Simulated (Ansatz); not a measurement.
Reaction: CH3NO (SMILES NC=O) → CH3NO+ (parent SMILES NC=O, doublet) + e-
Each species at its own B3LYP-D3(BJ)/def2-TZVP minimum (Ansatz, an electronic-structure program), one conformer.

Quantity: adiabatic ionisation energy (electronic), in eV. Radicals and triplets start from unrestricted determinants; spin-orbit coupling is neglected. CBS(X,Y): correlation extrapolated as X^-3, Hartree-Fock from the larger set. A bracket is a step between two methods taken in the basis named. Functionals run without relativity, which enters their misses. '+ core + X2C': CCSD(T) terms for core correlation (cc-pwCVTZ) and scalar relativity (cc-pVTZ-DK). The spin of CH3NO+ (parent SMILES NC=O, doublet) was assumed, and the state is the lowest solution found for it.

CCSD(T)/CBS(cc-pVTZ,cc-pVQZ) + [CCSDT(Q) - CCSD(T)]/cc-pVDZ + core + X2C (Ansatz) gives 10.24 eV.

### Question
How far off this value is PBE/def2-TZVPD (Ansatz), in which direction, and how far these levels: B3LYP/def2-TZVPD, PBE0/def2-TZVPD, wB97M-V/def2-TZVPD, CCSD(T)/CBS(cc-pVTZ,cc-pVQZ) + core + X2C?

### Answer
PBE gives 10.05 eV, 0.19 eV below it. Differences of the others: B3LYP/def2-TZVPD (Ansatz) -0.13; PBE0/def2-TZVPD (Ansatz) -0.26; wB97M-V/def2-TZVPD (Ansatz) -0.17; CCSD(T)/CBS(cc-pVTZ,cc-pVQZ) + core + X2C (Ansatz) 0.00 eV.
